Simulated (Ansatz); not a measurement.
Species: S₂, net charge 0, triplet state. 
Geometry from a B3LYP-D3(BJ)/def2-TZVP (Ansatz, a quantum-chemistry and plane-wave program) optimisation:
SMILES: S=S
```xyz
2

S      0.0000     0.0000    -0.9518
S      0.0000     0.0000     0.9518
```
Charge 0, spin multiplicity 3.

Basis-set convergence of Hartree-Fock and CCSD(T) correlation energies (hartree) with Ansatz. Valence correlation only, unless marked. UHF or UKS for open shells. Spin-orbit coupling is left out. No relativistic terms.

| basis | functions | E(HF) | E(corr, CCSD(T)) |
|---|---|---|---|
| def2-SVP | 36 | -794.80096 | -0.26714 |
| def2-TZVPP | 84 | -795.08474 | -0.36026 |
| def2-QZVPP | 140 | -795.10799 | -0.38843 |

Extrapolating the two largest sets (X = 3 and 4) as X^-3: E(corr) = (64·(-0.38843) - 27·(-0.36026))/37 = -0.4090 Eh, an estimate of the basis-set limit. The largest set recovers 95.0 % of it, the smallest 65.3 %.
